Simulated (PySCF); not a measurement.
AlHF, doublet: computed properties

Computed with PySCF, UPBE0, basis Al def2-TZVP, H def2-TZVP, F def2-TZVP (no relativity, density fitting).

The structure is a minimum.

```xyz
3
charge 0 multiplicity 2, angstrom
Al   -0.5237    0.0000   -0.3937
H    -1.9110    0.0000    0.4181
F     0.8457    0.0000    0.5372
```

* Point group: Cs
* Bond lengths: Al–F 1.656 Å, Al–H 1.607 Å
* Bond angles: F–Al–H 115.5°
* Zero-point energy: 19.0 kJ/mol
* Heat capacity Cp at 298.15 K: 40.6 J/(mol K)
* Entropy at 298.15 K and 1 bar (electronic part: spin only): 246.1 J/(mol K)
* Lowest empty level (β): -2.59 eV
* Highest occupied level (α): -6.13 eV
* Principal quadrupole moments (Buckingham, traceless) about the centre of mass: -3.62, -1.22, 4.84 D Å
* Atomisation energy without zero-point energy: 807 kJ/mol
* Rotational symmetry number: 1
* Spin squared ⟨S²⟩: 0.753
* Enthalpy at 298.15 K above 0 K: 10.58 kJ/mol
* Principal polarisabilities: 29.4, 36.4, 36.6 bohr³
* Dipole moment: 1.57 D
* Rotational constants: 8.645, 0.5177, 0.4885 cm⁻¹

Harmonic modes (masses in u: Al 26.982, H 1.008, F 18.998):
| symmetry | ω (cm⁻¹) | IR (km/mol) | type |
| --- | --- | --- | --- |
| a' | 571 | 97.9 | bend |
| a' | 814 | 110 | stretch |
| a' | 1795 | 151 | stretch |

Charges (e):
```json
{"atom": "Al1", "Mulliken": "0.41", "Löwdin": "0.16", "polar tensor": "0.78", "spin (Mulliken)": "0.79", "Mayer order to Al1": "–"}
{"atom": "H2", "Mulliken": "-0.07", "Löwdin": "-0.11", "polar tensor": "-0.22", "spin (Mulliken)": "0.19", "Mayer order to Al1": "0.91"}
{"atom": "F3", "Mulliken": "-0.34", "Löwdin": "-0.06", "polar tensor": "-0.56", "spin (Mulliken)": "0.02", "Mayer order to Al1": "1.08"}
```

Mulliken populations on Al1: s 5.29, p 7.00, d 0.25, f 0.05.

Outer orbital energies (eV). α occupied: -13.17, -11.63, -11.54, -10.39, -6.13; empty: -1.78, 0.19, 1.71, 3.52. β occupied: -12.95, -11.52, -11.45, -9.72; empty: -2.59, -1.07, 0.63, 2.47.

Only a few start shapes were tried, so a lower isomer may exist.

The final relaxation and frequency run took 21 s on 2 threads of a shared Arm Neoverse V2 host, with 74 basis functions and 14 gradients; the process peaked at 0.72 GiB.
